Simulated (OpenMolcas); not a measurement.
# Multireference states of NaLi⁺

Aim: the low electronic states of NaLi⁺, first without spin–orbit coupling and then as Ω levels, at one distance and along the bond.

Computed with OpenMolcas 26.06. Level: SA-CASSCF(1,8), XMS-CASPT2, RASSI; ANO-RCC-VTZP.

All values are calculated.

## (1) Input

C2 symmetry about the axis (a holds Σ, Δ, Γ; b holds Π, Φ, H; Σ⁺ and Σ⁻ are not told apart); roots by multiplicity and irrep: 2a 3, 2b 2.

Active shells: Na 3s 3p, Li 2s 2p.

Contents of m.inp:

```
&GATEWAY
Coord
2
angstrom
Na 0.0 0.0 0.0
Li 0.0 0.0 3.3730
Basis=ANO-RCC-VTZP
Group=XY
RX2C
AMFI
ANGMom
0.0 0.0 0.0
RICD
&SEWARD
&GUESSORB
&RASSCF
FileOrb=$CurrDir/o21.orb
Symmetry=1
Spin=2
nActEl=1 0 0
Inactive=4 2
RAS2=4 4
CIRoot=3 3 1
Linear
Iterations=120 100
OrbListing=Nothing
PRWF=0.15
>>COPY $Project.RasOrb $CurrDir/o21.orb
>>COPY $Project.rasscf.h5 $CurrDir/r21.h5
&CASPT2
XMultistate=all
Imaginary=0.2
IPEA=0.25
MaxIter=40
>>COPY $Project.JobMix JOB001
&RASSCF
FileOrb=$CurrDir/o22.orb
Symmetry=2
Spin=2
nActEl=1 0 0
Inactive=4 2
RAS2=4 4
CIRoot=2 2 1
Linear
Iterations=120 100
OrbListing=Nothing
PRWF=0.15
>>COPY $Project.RasOrb $CurrDir/o22.orb
>>COPY $Project.rasscf.h5 $CurrDir/r22.h5
&CASPT2
XMultistate=all
Imaginary=0.2
IPEA=0.25
MaxIter=40
>>COPY $Project.JobMix JOB002
&RASSI
Nr of JobIphs=2 3 2
1 2 3
1 2
SpinOrbit
EJob
Omega
MEES
MESO
Properties=4
'AngMom' 3 'Mltpl  1' 1 'Mltpl  1' 2 'Mltpl  1' 3
Thrs=1.0d-4
>>COPY $Project.rassi.h5 $CurrDir/so.h5
```

Each module block was a call of its own in one work directory; start orbitals came from a preliminary run.

On the command line:

```sh
$ pymolcas m.inp
```

## (2) The spin-free blocks

After this run come: Spin–orbit coupling by RASSI.

What does the calculation give? Wanted: lowest spin-free state; next spin-free state; lowest level; next level; lowering by spin–orbit coupling.

As calculated:

| quantity | value |
| --- | --- |
| lowest spin-free state | (1)2Σ |
| next spin-free state | (2)2Σ, 2.601 eV |
| lowest level | Ω = 1/2, 100 % (1)2Σ |
| next level | Ω = 1/2, 20980 cm⁻¹ |
| lowering by spin–orbit coupling | 0 cm⁻¹ |

**Reading.** At 3.373 Å the lowest computed level has Ω = 1/2 and is 100 % (1)2Σ. Only the spin multiplicities and numbers of roots in the input were computed, so the list of states is not complete and the lowest one found need not be the ground state; labels number the states computed.
